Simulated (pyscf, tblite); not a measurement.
H₂C=CH–F (SMILES C=CF) → HC≡CH (SMILES C#C) + HF (SMILES F): energy along the mass-weighted descent from the GFN2-xTB saddle (tblite), relative to the relaxed reactant side.

(s (amu^1/2 bohr), E (kcal/mol)): (-6.34, 0.0); (-6.14, 0.1); (-4.56, 12.7); (-2.28, 53.7); (0.120, 82.7); (2.52, 51.0); (4.42, 46.7); (5.23, 44.4); (5.88, 43.0); (6.47, 41.9); (6.91, 41.3)

Task: The GFN2-xTB barrier from the reactant side is 83.0 kcal/mol. What does ωB97X-D3(BJ) (PySCF) give from its own reactant-side minimum, in def2-SVP and in def2-TZVP?

Result: 82.4 kcal/mol in the double-zeta basis after reoptimising the saddle, and 80.0 kcal/mol in the triple-zeta single point, so the tight-binding barrier lies 2.9 kcal/mol over the latter. The imaginary mode goes from 1329i to 1816i cm⁻¹.
